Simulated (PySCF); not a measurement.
Gas-phase reaction: 2 (CH₃)₂SiCl₂ + 3 C₂H₆ → 2 H₂CSiH₂ + 2 C₂H₅ + 4 CH₃Cl

Computed with PySCF and rigid-rotor harmonic-oscillator thermochemistry at 1 bar. † marks an energy on the PBE0/def2-TZVP geometry and frequencies; other levels use their own. MP2 and CCSD(T) freeze the core. 6-31G* has spherical d functions here. Open shells (unrestricted): C₂H₅ (multiplicity 2); the rest are closed-shell singlets. B3LYP is the form with VWN-RPA correlation. H₂CSiH₂: computed as isolated molecules; such fragments, hydroxides, amides, oligomers or adducts are transient or little studied in the gas. MP2 isn't extrapolated to the basis-set limit. CCSD(T) isn't extrapolated to the basis-set limit.

| level | ΔH°(298 K), kJ |
|---|---|
| B3LYP/6-31G* | 1381 |
| CCSD(T)/def2-SVP† | 1444 |
| HF/6-31G* | 1343 |
| HF/def2-TZVP† | 1340 |
| MP2/def2-SVP† | (withheld) |
| PBE0/def2-SVP† | (withheld) |
| r2SCAN/def2-TZVP† | (withheld) |
| LDA/def2-TZVP† | 1559 |
| ωB97M-V/def2-TZVP† | 1499 |
| ωB97X-V/def2-TZVP† | (withheld) |

### Question
What belongs in the gaps?

### Answer

- MP2/def2-SVP†, ΔH°(298 K), kJ: 1519
- PBE0/def2-SVP†, ΔH°(298 K), kJ: 1490
- r2SCAN/def2-TZVP†, ΔH°(298 K), kJ: 1455
- ωB97X-V/def2-TZVP†, ΔH°(298 K), kJ: 1501
